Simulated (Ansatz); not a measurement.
Two members of one family (Series BH2X), computed with Ansatz in the gas phase. The two geometries come from different levels. Binding counts from free atoms in the multiplicity of their measured ground term, without zero-point energy. A dash marks a value that wasn't run or was left out as unsound. The structures are stationary points that may keep the symmetry of their start. Remarks come from the PBE and PBE0 runs and from stability tests at other levels; not every state was tested. HOMO above LUMO (over both spins in singlets and doublets, within one spin in higher multiplets; at PBE or PBE0), or a gap under 0.15 eV within one spin, warns that the state may not be the lowest or that an electron is smeared out.

First: BH2(OMe) (singlet, charge 0, PBE0-D4/def2-TZVP geometry).

```
atom   x (Å)   y (Å)   z (Å)
  B1  -1.193   0.227  -0.589
  H2  -1.537  -0.875  -0.250
  H3  -1.902   0.969  -1.204
  O4   0.031   0.675  -0.283
  C5   0.962  -0.104   0.441
  H6   1.247   0.437   1.345
  H7   1.853  -0.253  -0.173
  H8   0.539  -1.076   0.713
```

| level | HOMO (eV) | LUMO (eV) | gap (eV) | vertical IE (eV) | vertical triplet (eV) | binding per atom (eV) |
| --- | --- | --- | --- | --- | --- | --- |
| PBE-D4/def2-SVP | -6.96 | -1.13 | 5.83 | – | – | 3.98 |
| r2SCAN-D4/def2-TZVP | -7.42 | -0.92 | 6.50 | 10.95 | 5.52 | 3.90 |
| PBE0-D4/def2-SVP | -8.50 | -0.10 | 8.40 | – | – | 3.92 |
| PBE0-D4/def2-TZVP | -8.60 | -0.34 | 8.26 | 11.15 | 5.75 | 3.89 |
| HSE06-D4/def2-TZVP | -8.19 | -0.72 | 7.47 | – | – | 3.89 |

Second: BH2(vinyl) (singlet, charge 0, r2SCAN-D4/def2-TZVP geometry).

```xyz
8

B    -0.037    1.102    0.666
H     0.280    2.254    0.602
H    -0.595    0.700    1.646
C     0.251    0.119   -0.477
C    -0.111   -1.171   -0.383
H     0.755    0.434   -1.391
H    -0.617   -1.538    0.507
H     0.075   -1.899   -1.170
```

**Question.** What does the change do? Estimate second minus first.

**Answer.** 
```
              level  Δ HOMO (eV)  Δ LUMO (eV)  Δ gap (eV)  Δ vertical IE (eV)  Δ vertical triplet (eV)  Δ binding per atom (eV)
    PBE-D4/def2-SVP        -0.44        -1.89       -1.44                   –                        –                     0.11
r2SCAN-D4/def2-TZVP        -0.21        -1.90       -1.70               -0.10                    -2.14                     0.12
   PBE0-D4/def2-SVP         0.04        -1.92       -1.96                   –                        –                     0.13
  PBE0-D4/def2-TZVP         0.11        -1.76       -1.87               -0.29                    -2.25                     0.14
 HSE06-D4/def2-TZVP         0.10        -1.76       -1.87                   –                        –                     0.14
```

Remarks: gap within one spin near zero at PBE or PBE0 (+1 doublet).
